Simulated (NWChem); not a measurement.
# One shape, several levels: C3H3NO (SMILES c1cocn1)

Aim: a comparison of 6 runs (SVWN5/3-21G, SVWN5/6-31G*, SVWN5/6-31G**, SVWN5/STO-3G, SVWN5/6-31G, SVWN5/6-311G(2df,2pd)) of C3H3NO. 

The results are computed with NWChem 7.3.0.

## 1. The system as given

C3H3NO: 8 atoms, total charge 0, spin state singlet. As SMILES, `c1cocn1`. Geometry: relaxed at PBE0-D4/def2-TZVP.

Bond lengths: C1–C2 1.348 Å, C2–O3 1.358 Å, O3–C4 1.344 Å, C1–N5 1.382 Å, C4–N5 1.285 Å, C1–H6 1.078 Å, C2–H7 1.076 Å, C4–H8 1.079 Å. Some angles: C1–C2–O3 107.9°, C2–C1–N5 109.0°, C2–O3–C4 104.3°, O3–C4–N5 114.7°, C1–N5–C4 104.2°, C1–C2–H7 135.2°, O3–C2–H7 117.0°, C2–C1–H6 129.0°, N5–C1–H6 122.1°, O3–C4–H8 116.9°.

## 2. Energy and forces at SVWN5/3-21G (run 1)

File job.nw:

```
start job
title "C3H3NO SVWN5"
memory stack 880 mb heap 220 mb global 1100 mb

geometry noautosym nocenter noautoz
  C       -0.061900       0.929600       0.395600
  C        1.003400       0.196300       0.014100
  O        0.543600      -0.991000      -0.459600
  C       -0.792200      -0.904500      -0.335200
  N       -1.214100       0.202900       0.162800
  H       -0.086300       1.920900       0.818200
  H        2.069100       0.345200       0.007300
  H       -1.369200      -1.756600      -0.659100
end

basis spherical bse
  * library 3-21G
end

dft
  xc slater vwn_5
  mult 1
  grid fine
  convergence energy 1e-08
  maxiter 100
  mulliken
  print low
end

task dft gradient
```

Command:

```bash
nwchem job.nw > job.out
```

The program printed:

```text
[...]
 d= 0,ls=0.0,diis     1   -242.5675470361 -4.07D+02  3.30D-02  1.33D+00     0.4
[...]
 d= 0,ls=0.0,diis    12   -242.6869909049 -2.93D-09  4.04D-07  9.41D-10     2.7
         Total DFT energy =     -242.686990904851
      One electron energy =     -655.986261424969
           Coulomb energy =      279.831475064507
    Exchange-Corr. energy =      -30.743679001448
 Nuclear repulsion energy =      164.211474457058
[...]
      Total Density - Mulliken Population Analysis
     ---------------------------------------------
    Atom       Charge   Shell Charges
 -----------   ------   -------------------------------------------------------
    1 C    6     6.10   1.98  0.40  1.71  0.81  1.20
    2 C    6     6.01   1.98  0.41  1.68  0.79  1.16
    3 O    8     8.42   1.98  0.42  2.14  1.52  2.34
    4 C    6     5.78   1.98  0.42  1.69  0.66  1.02
    5 N    7     7.45   1.99  0.39  1.83  1.46  1.79
    6 H    1     0.77   0.45  0.32
    7 H    1     0.75   0.45  0.30
    8 H    1     0.74   0.45  0.28
[...]
                         DFT ENERGY GRADIENTS
    atom               coordinates                        gradient
                 x          y          z           x          y          z
   1 C      -0.116974   1.756689   0.747576   -0.003709  -0.019447  -0.008004
   2 C       1.896151   0.370953   0.026645   -0.023990  -0.018313  -0.006233
   3 O       1.027255  -1.872718  -0.868518   -0.024108   0.023925   0.011781
   4 C      -1.497041  -1.709257  -0.633436    0.037529   0.029952   0.010224
   5 N      -2.294316   0.383425   0.307647    0.017666  -0.012758  -0.006569
   6 H      -0.163083   3.629975   1.546174   -0.000316  -0.005327  -0.002237
   7 H       3.910032   0.652333   0.013795   -0.005524  -0.001980  -0.000477
   8 H      -2.587413  -3.319493  -1.245518    0.002452   0.003948   0.001514
 Task  times  cpu:        3.4s     wall:        3.4s
 Total times  cpu:        3.4s     wall:        3.4s
```

Run time: 3.9 s. Hardware: 1 thread of Intel Xeon Platinum 8488C (Sapphire Rapids), shared host; peak memory 0.12 GiB.

## 3. Energy and gradient at SVWN5/6-31G(d) (spherical functions) (run 2)

File mymol.nw:

```
start mymol
title "C3H3NO"
memory total 2200 mb

geometry noautosym nocenter noautoz
  C    -0.061900    0.929600    0.395600
  C     1.003400    0.196300    0.014100
  O     0.543600   -0.991000   -0.459600
  C    -0.792200   -0.904500   -0.335200
  N    -1.214100    0.202900    0.162800
  H    -0.086300    1.920900    0.818200
  H     2.069100    0.345200    0.007300
  H    -1.369200   -1.756600   -0.659100
end

basis spherical bse
  * library 6-31G*
end

dft
  xc slater vwn_5
  grid fine
  convergence energy 1e-08
  iterations 100
  mulliken
  print low
end

task dft gradient
```

Command:

```bash
nwchem mymol.nw > mymol.out
```

The program printed:

```text
[...]
 d= 0,ls=0.0,diis     1   -243.9383511322 -4.08D+02  1.77D-02  1.04D+00     1.1
[...]
 d= 0,ls=0.0,diis    12   -244.0362379584 -2.12D-09  4.01D-07  3.25D-09     8.9
         Total DFT energy =     -244.036237958446
      One electron energy =     -658.249478628966
           Coulomb energy =      280.844713313556
    Exchange-Corr. energy =      -30.842947100093
 Nuclear repulsion energy =      164.211474457058
[...]
      Total Density - Mulliken Population Analysis
     ---------------------------------------------
    Atom       Charge   Shell Charges
 -----------   ------   -------------------------------------------------------
    1 C    6     6.10   1.99  0.68  2.10  0.47  0.80  0.05
    2 C    6     5.99   1.99  0.68  2.07  0.45  0.74  0.06
    3 O    8     8.30   2.00  0.91  2.91  0.92  1.54  0.04
    4 C    6     5.87   1.99  0.69  2.06  0.38  0.65  0.08
    5 N    7     7.30   2.00  0.80  2.41  0.84  1.21  0.04
    6 H    1     0.83   0.51  0.32
    7 H    1     0.81   0.50  0.31
    8 H    1     0.81   0.50  0.30
[...]
                         DFT ENERGY GRADIENTS
    atom               coordinates                        gradient
                 x          y          z           x          y          z
   1 C      -0.116974   1.756689   0.747576    0.009524   0.004105   0.001124
   2 C       1.896151   0.370953   0.026645    0.000382   0.005871   0.002435
   3 O       1.027255  -1.872718  -0.868518   -0.006037   0.001837   0.001217
   4 C      -1.497041  -1.709257  -0.633436   -0.003196   0.002138   0.001091
   5 N      -2.294316   0.383425   0.307647    0.003694  -0.011916  -0.005292
   6 H      -0.163083   3.629975   1.546174    0.000723  -0.009218  -0.003957
   7 H       3.910032   0.652333   0.013795   -0.009710  -0.000552   0.000404
   8 H      -2.587413  -3.319493  -1.245518    0.004620   0.007736   0.002979
 Task  times  cpu:       11.6s     wall:       11.6s
 Total times  cpu:       11.6s     wall:       11.6s
```

It took 12 s on 1 thread of Intel Xeon Platinum 8488C (Sapphire Rapids), shared host; peak memory 0.12 GiB.

Runs 3 to 5 aren't shown in full; the table further down has their settings and results.

## 4. Energy and forces at SVWN5/6-311G(2df,2pd) (run 6)

File mymol.nw:

```
start mymol
title "C3H3NO"
memory total 2200 mb
charge 0

geometry units angstroms noautosym nocenter noautoz
 C    -0.061900    0.929600    0.395600
 C     1.003400    0.196300    0.014100
 O     0.543600   -0.991000   -0.459600
 C    -0.792200   -0.904500   -0.335200
 N    -1.214100    0.202900    0.162800
 H    -0.086300    1.920900    0.818200
 H     2.069100    0.345200    0.007300
 H    -1.369200   -1.756600   -0.659100
end

basis spherical bse
 * library "6-311G(2df,2pd)"
end

dft
 xc slater vwn_5
 grid fine
 convergence energy 1e-08
 maxiter 100
 mulliken
 noprint "final vectors analysis"
end

task dft gradient
```

Command:

```bash
nwchem mymol.nw > mymol.out
```

The program printed:

```text
[...]
          Wavefunction type:  closed shell.
          No. of atoms     :     8
          No. of electrons :    36
[...]
          Charge           :     0
          Spin multiplicity:     1
[...]
          AO basis - number of functions:   192
[...]
              XC Information
              --------------
                        Slater Exchange Functional  1.000 local
                      VWN V Correlation Functional  1.000 local
[...]
 d= 0,ls=0.0,diis     1   -244.0226567619 -4.08D+02  5.81D-03  2.17D+00     8.5
[...]
 d= 0,ls=0.0,diis    12   -244.1340854638 -7.00D-10  1.51D-07  4.45D-09    90.9
         Total DFT energy =     -244.134085463795
      One electron energy =     -658.306059036701
           Coulomb energy =      280.758232754770
    Exchange-Corr. energy =      -30.797733638921
 Nuclear repulsion energy =      164.211474457058
[...]
      Total Density - Mulliken Population Analysis
     ---------------------------------------------
    Atom       Charge   Shell Charges
 -----------   ------   -------------------------------------------------------
    1 C    6     5.96   1.09  0.90  0.67  0.75  1.39  0.39  0.66  0.02  0.08  0.01
    2 C    6     5.91   1.09  0.90  0.66  0.76  1.37  0.37  0.63  0.02  0.10  0.01
    3 O    8     8.20   1.07  0.92  0.98  1.00  2.00  0.77  1.41  0.00  0.04  0.00
    4 C    6     5.72   1.09  0.90  0.66  0.77  1.33  0.28  0.52  0.03  0.13  0.02
    5 N    7     7.29   1.08  0.91  0.79  0.89  1.66  0.66  1.23  0.01  0.06  0.00
    6 H    1     0.98   0.26  0.54  0.13  0.01  0.04  0.00
    7 H    1     0.97   0.26  0.53  0.12  0.01  0.04  0.00
    8 H    1     0.97   0.26  0.55  0.12  0.01  0.04  0.00
[...]
  wavefunction    = closed shell
                         DFT ENERGY GRADIENTS
    atom               coordinates                        gradient
                 x          y          z           x          y          z
   1 C      -0.116974   1.756689   0.747576    0.005547   0.006868   0.002560
   2 C       1.896151   0.370953   0.026645    0.005938   0.004253   0.001381
   3 O       1.027255  -1.872718  -0.868518   -0.002117  -0.002380  -0.000830
   4 C      -1.497041  -1.709257  -0.633436   -0.002445  -0.002178  -0.000792
   5 N      -2.294316   0.383425   0.307647   -0.003800  -0.005005  -0.001865
   6 H      -0.163083   3.629975   1.546174    0.000141  -0.006217  -0.002645
   7 H       3.910032   0.652333   0.013795   -0.006636  -0.000755   0.000116
   8 H      -2.587413  -3.319493  -1.245518    0.003373   0.005415   0.002076
[...]
```

Wall time 2 min (1 thread of Intel Xeon Platinum 8488C (Sapphire Rapids), shared host); peak memory 0.14 GiB.

## 5. All runs side by side

```tsv
run	level	energy (Eh)	largest force (eV/Å)	wall time
1	SVWN5/3-21G	-242.686991	2.524	3.9 s
2	SVWN5/6-31G* (spherical functions)	-244.036238	0.697	12 s
3	SVWN5/6-31G** (spherical functions)	-244.040607	0.696	14 s
4	SVWN5/STO-3G	-240.850938	4.655	3.3 s
5	SVWN5/6-31G	-243.950620	2.327	6.3 s
6	SVWN5/6-311G(2df,2pd)	-244.134085	0.473	2 min
```

## 6. Outcome

```
                       quantity          value
            run 6: total energy  -244.13409 Eh
           run 6: dipole moment         1.55 D
run 6: largest force on an atom     0.473 eV/Å
```

What this shows: Over runs 4, 5, 6 the dipole moment (its size) runs from 1.55 D (SVWN5/6-311G(2df,2pd)) to 1.74 D (SVWN5/STO-3G). In run 4 the basis is minimal, so the values are rough. All runs together took 2.7 min, the longest 2 min.
